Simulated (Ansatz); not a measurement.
# Correcting a cheap level on O-containing molecules

The atomisation enthalpy at 298 K in kJ/mol of 8 O-containing molecules: x at RPA@PBE/cc-pVTZ, y from tabulated heats of molecules and atoms (Active Thermochemical Tables, NIST-JANAF tables). Shapes, held fixed at every level: PBE0-D4/def2-TZVP. Computed values hold a harmonic thermal term (PBE0-D4/def2-TZVP) and the atoms' spin-orbit lowering. Programs: Ansatz 0.2.0.

| molecule | x (kJ/mol) | y (kJ/mol) |
| --- | --- | --- |
| OF2 (oxygen difluoride) | 283 | 383 |
| NClO (nitrosyl chloride) | 695 | ? |
| N2O (nitrous oxide) | 1008 | 1112 |
| NO2F (nitryl fluoride) | 1009 | 1159 |
| SiO2 (silicon dioxide molecule) | 1075 | 1254 |
| BOF (fluoro(oxo)borane) | 1326 | 1501 |
| CO2 (carbon dioxide) | 1454 | 1609 |
| HOCN (cyanic acid) | 1519 | 1671 |

Fit y = c + s·x to the known rows and predict y for NClO.


1. Means of the 7 rows: x = 1096.29, y = 1241.3.
2. Σ(Δx)² = 1036715, Σ(Δx·Δy) = 1089200, so the slope is 1089200/1036715 = 1.0506.
3. Intercept: 1241.3 − (1.0506) × 1096.29 = 89.5. The largest residual of the fit is 37.
4. NClO: 89.5 + 1.0506 × 695 = 820 kJ/mol.

The tabulated heats give 790 kJ/mol, so the prediction is off by +30 kJ/mol, within the largest residual. Uncorrected, RPA@PBE/cc-pVTZ misses NClO by -95 kJ/mol, and the other rows by 145 on average. With references in doubt, neither the misses nor the line can be laid on the level alone. Left out in turn, the other rows are missed by 24 kJ/mol on average, so much of the error is systematic among these molecules. The heats of NO2F (nitryl fluoride) come from older tables and can be uncertain by 10 kJ/mol or more. The tabulated values of SiO2, BOF are in doubt (older tables, estimates, or at odds with other calculations) and kept here.
